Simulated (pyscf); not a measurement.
Optimised with ωB97X-D3(BJ)/def2-SVP in PySCF.

**Question.** `[CH3][GeH3]` + `[H]` [doublet] → `[CH3][GeH2]` [doublet] + `[H][H]`
Surface: doublet. Broken: Ge–H. Formed: H–H. Give ΔE‡ and ΔE from ωB97X-D3(BJ)/def2-TZVP, relative to the separated reactants.

**Answer.** ΔE‡ = 0.13 eV, ΔE = -0.73 eV. ωB97M-D3(BJ)/def2-TZVP gives 0.13 eV and -0.82 eV. Zero-point energy shifts the barrier by -0.02 eV. It is a hydrogen abstraction, with an imaginary mode of 710i cm⁻¹. This is the saddle that the search found; another between the same sides may lie lower. The angle at the transferred H is 177°. Elements up to Kr have no core potential and no relativistic terms here.
